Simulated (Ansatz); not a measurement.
Results of LDA (PAW; Ansatz, a quantum-chemistry and plane-wave program) for 2H WSe₂.

Settings: plane-wave cutoff 520 eV, 12×12×4 k mesh (along the axes of the cell as run), no spin polarisation, scalar-relativistic PAW data made under PBE.

Cell (relaxed at this level):

```yaml
crystal:
  lattice:
    - [3.24993, 0.00000, 0.00000]
    - [-1.62497, 2.81453, 0.00000]
    - [0.00000, 0.00000, 12.81778]
  atoms:
    - { symbol: W, position: [0.66667, 0.33333, 0.75000] }
    - { symbol: W, position: [0.33333, 0.66667, 0.25000] }
    - { symbol: Se, position: [0.66667, 0.33333, 0.38003] }
    - { symbol: Se, position: [0.33333, 0.66667, 0.88003] }
    - { symbol: Se, position: [0.33333, 0.66667, 0.61997] }
    - { symbol: Se, position: [0.66667, 0.33333, 0.11997] }
```

Question: Estimate the elastic constant C33, elastic constant C66, Voigt–Reuss–Hill bulk modulus, elastic constant C44, polycrystal shear modulus (Hill average), elastic constant C11, elastic constant C12 and elastic constant C13 that the calculation returns.

Answer: 
elastic constant C33: 51.9 GPa
elastic constant C66: 85.1 GPa
Voigt–Reuss–Hill bulk modulus: 54.4 GPa
elastic constant C44: 20.9 GPa
polycrystal shear modulus (Hill average): 42.9 GPa
elastic constant C11: 211 GPa
elastic constant C12: 40.4 GPa
elastic constant C13: 12.3 GPa

Elastic constants are with the ions relaxed.

Spin–orbit coupling is not included.

The computed numbers hold no vibrational or temperature effects.

It cost about 40 core-minutes (a rough figure) of CPU time.
